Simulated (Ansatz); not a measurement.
**Changing the shape of H2S, singlet**

Program: Ansatz, Gaussian basis, development build. Basis cc-pV(T+d)Z on S, cc-pVTZ on H, nonrelativistic, 5 orbitals frozen in the corrections; active space CAS(8,6). Restricted Hartree–Fock, then the lowest state-specific CASSCF solution met for each case. Single-reference values can break down or jump between states where bonds are stretched. Solutions in different active orbitals can move differences by tenths of an eV and at times more than 1 eV.

Case A. A bond is stretched, to 1.77 times the sum of the covalent radii.

```xyz
3

S     0.0000    0.0000    0.1021
H     0.0000    1.7537   -1.5525
H     0.0000   -0.9743   -0.8171
```

Case B:

```xyz
3

S     0.0000    0.0000    0.1021
H     0.0000    0.9743   -0.8171
H     0.0000   -0.9743   -0.8171
```

Case C. A bond is stretched, to 1.38 times the sum of the covalent radii.

```
atom   x (Å)    y (Å)    z (Å)
   S  0.0000   0.0000   0.1021
   H  0.0000   1.3640  -1.1848
   H  0.0000  -0.9743  -0.8171
```

Case D:

```xyz
3

S     0.0000    0.0000    0.1021
H     0.0000    1.1204   -0.9550
H     0.0000   -0.9743   -0.8171
```

Case E. A bond is stretched, to 2.46 times the sum of the covalent radii.

```csv
atom,x (Å),y (Å),z (Å)
S,0.0000,0.0000,0.1021
H,0.0000,2.4357,-2.1959
H,0.0000,-0.9743,-0.8171
```

Case F:

```xyz
3

S     0.0000    0.0000    0.1021
H     0.0000    0.8768   -0.7252
H     0.0000   -0.9743   -0.8171
```

Energy less that of case A, in eV:

| case | RHF/ROHF | CASSCF |
| --- | --- | --- |
| B | -4.343 | -2.864 |
| C | -2.337 | -1.398 |
| D | -3.867 | -2.546 |
| E | +2.521 | +0.637 |
| F | -4.076 | -2.525 |

Give the SC-NEVPT2 energies against case A.

B: -3.193 eV; C: -1.552 eV; D: -2.808 eV; E: +0.728 eV; F: -2.917 eV.

Which case is lowest, and do the methods agree?

B is lowest in SC-NEVPT2. Of the methods shown, RHF/ROHF, CASSCF agree.
